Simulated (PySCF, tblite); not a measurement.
**C₄H₆N radical: geometry, infrared bands and EPR parameters**

What infrared bands and EPR parameters should C₄H₆N radical (`C[CH]CC#N`) show?

Computed with tblite 0.8.0 and PySCF 2.14.0, with density-fitted response routines of our own, on a single molecule in the gas phase. Atoms count from 0, in the outputs and in this text.

## (1) The starting structure

11 atoms, charge 0, multiplicity 2; geometry from: force field or distance geometry start.

Bonds of the start (Å): C0–C1 1.50, C1–C2 1.49, C2–C3 1.49, C3–N4 1.15, C0–H5 1.09, C0–H6 1.10, C0–H7 1.09, C1–H8 1.08, C2–H9 1.09, C2–H10 1.10.

## (2) Relaxing the molecule with GFN2-xTB

Job settings and geometry (Å):

```
{"job": {"kind": "relax", "xc": "GFN2-xTB", "basis": "xTB"}, "charge": 0, "multiplicity": 2}
C      1.492600     0.057400     0.208200
C      0.299600    -0.443200    -0.553400
C     -1.044800    -0.443000     0.087400
C     -1.673700     0.899600    -0.003800
N     -2.170300     1.938600    -0.044700
H      1.470700    -0.300200     1.239300
H      1.495500     1.156900     0.208900
H      2.413000    -0.285700    -0.258400
H      0.400500    -0.639700    -1.607400
H     -0.989500    -0.765500     1.132300
H     -1.688200    -1.172600    -0.434400
```

The run is started by

```
$ OMP_NUM_THREADS=1 python probes_run.py task.json out
```

The driver reads the jobs from task.json and runs them one after another.

**Question.** This job is followed by: GFN2-xTB harmonic vibrations, gas phase; UKS B3LYP, pcH-1 on C H N, non-relativistic, mean-field spin-orbit, GIAO. What will the session give for the following? strongest single infrared mode (GFN2-xTB); zero-point energy (GFN2-xTB); g(iso) (B3LYP); ⟨S²⟩; largest a(iso) (averaged by class); surface potential, 1st and 99th percentile.

As calculated:

| quantity | value |
| --- | --- |
| strongest single infrared mode (GFN2-xTB) | 2386 cm⁻¹, 270 km/mol |
| zero-point energy (GFN2-xTB) | 54.0 kcal/mol |
| g(iso) (B3LYP) | 2.00263 |
| ⟨S²⟩ | 0.754 (exact 0.75) |
| largest a(iso) (averaged by class) | 13C on C1, 112.7 MHz |
| surface potential, 1st and 99th percentile | -1.87 V and 1.32 V |

Relaxing lowered the energy by 0.082 eV in 30 steps; the close pair that moved most is C2–C3, from 1.485 to 1.449 Å. All 27 modes are real, so the xTB geometry is a minimum. The strongest single mode, at 2386 cm⁻¹, moves mainly C3 and N4. Unscaled tight-binding wavenumbers are off by several per cent, some by more. Its intensities can rank the bands wrongly. Most of the unpaired spin sits on C1 (1.02 e). The isotropic g lies 0.3 ppt above the free-electron value.
